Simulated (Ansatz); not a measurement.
**Ga₄BiAs₃: computed properties**

Computed with DFT r2SCAN, scalar-relativistic, plane waves, PAW (Ansatz 0.2.0).

Settings: cutoff 500 eV, Γ-centred mesh 6×6×6 on the computed 8-atom cell, Gaussian smearing of 0.10 eV; no spin polarisation.

The structure is relaxed at this level of theory with its symmetry kept. Whether it is the stable form of this composition wasn't checked.

It takes space group P-43m (No. 215, cubic). Conventional cell: a = 5.841 Å, b = 5.841 Å, c = 5.841 Å, α = 90.00°, β = 90.00°, γ = 90.00°. Ga (site symmetry 3m) has 3 As at 2.49 Å and 1 Bi at 2.64 Å as nearest neighbours. Bi (site symmetry -43m) has 4 Ga at 2.64 Å as nearest neighbours. As (site symmetry -42m) has 4 Ga at 2.49 Å as nearest neighbours.

```json
{"Volume per atom": "24.91 Å³", "Formation energy from the elements' standard states (uncorrected)": "-0.290 eV/atom", "Generalised Kohn–Sham band gap": "zero, with almost no states at the Fermi level", "Density of states at the Fermi level": "0.00 states/eV per cell (so small that it hangs on the mesh: a semimetal, or crossings between mesh points)", "Löwdin character within 0.5 eV of the Fermi level": "As 4p 50 %, Bi 6p 27 %, Ga 4p 19 %", "Bulk modulus": "61 GPa", "Its pressure derivative": "4.5", "Bader charges (e)": "Ga (4 in the cell) 0.64, Bi (1 in the cell) -0.35, As (3 in the cell) -0.73"}
```

Spin-orbit coupling is left out, which matters for the bands of heavy elements.

Cost: 6 runs of about 27 core-minutes in all, on Arm Neoverse V2 (shared hosts).